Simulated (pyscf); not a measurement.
**Four-centre exchange: H₂N–SiH₂–NH–SiH₂–NH₂ + H₂O -> H₂N–SiH₂–NH–SiH(NH₂)–OH + H₂**

Gas phase, singlet surface, charge 0. Bonds broken: Si2–H8, O15–H16. Bonds formed: Si2–O15, H8–H16. PySCF, gas phase, ωB97X-D3(BJ)/def2-SVP geometries.

Transition state (Å):

```xyz
17

N      0.8740     1.0985     1.2346
Si    -0.1358    -0.2830     1.6153
N     -1.4017    -0.2327     0.4335
Si    -1.6403     1.0595    -0.7011
N     -0.2543     1.2024    -1.7487
H      0.7496     1.9370     1.7922
H      1.0440     1.3323     0.2578
H     -0.6203    -1.9756     2.0328
H     -0.3306     0.0025     3.0660
H     -2.0597    -1.0055     0.4109
H     -2.9192     0.7196    -1.4046
H     -1.7977     2.4122    -0.0916
H     -0.1356     2.0537    -2.2900
H      0.0318     0.3921    -2.2909
O      1.2171    -1.5063     1.1027
H      0.4815    -2.1366     1.6330
H      2.0743    -1.3363     1.5233
```

One imaginary mode, 1126i cm⁻¹; descent along it reached the two sides named, in the forms told below.

| bond | change | reactant side (Å) | saddle | product side |
|---|---|---|---|---|
| Si2–H8 | breaks | 1.514 | 1.809 | 4.1 |
| O15–H16 | breaks | 0.964 | 1.104 | 2.421 |
| Si2–O15 | forms | 3.6 | 1.895 | 1.679 |
| H8–H16 | forms | 3.5 | 1.183 | 0.763 |

Electronic energies relative to the separated reactants (kJ/mol):

```
level                   barrier  reaction energy  reverse barrier
----------------------  -------  ---------------  ---------------
ωB97X-D3(BJ)/def2-TZVP    122.6           -112.3            234.9
PBE/def2-TZVP             104.1           -107.6            211.7
r²SCAN/def2-TZVP          107.7           -119.6            227.3
B3LYP-D3(BJ)/def2-TZVP    123.5           -113.4            236.9
PBE0-D3(BJ)/def2-TZVP     111.3           -107.7            219.1
M06-2X/def2-TZVP          122.1           -122.9            245.0
ωB97M-D3(BJ)/def2-TZVP    119.1           -111.6            230.7
HF/def2-TZVP              201.6           -100.2            301.8
```

With ωB97M-D3(BJ)/def2-TZVP energies and thermal terms (ideal gas, 1 atm, RRHO with modes under 100 cm⁻¹ raised to 100, one conformer, R ln 2 for chiral ones without a mode under 150 cm⁻¹), in kJ/mol:

```tsv
T (K)	ΔH‡	ΔG‡	ΔH	ΔG
298	112.8	163.4	-121.5	-107.4
600	112.7	214.9	-118.1	-94.3
900	115.3	265.5	-114.6	-83.2
1200	118.7	315.1	-111.8	-73.2
```

On the reactant side the descent ends in a bound adduct (not fully relaxed), 34.4 kJ/mol under the separated species and 156.9 kJ/mol under the saddle at ωB97X-D3(BJ)/def2-TZVP. One saddle was located; it need not be the lowest between these sides.
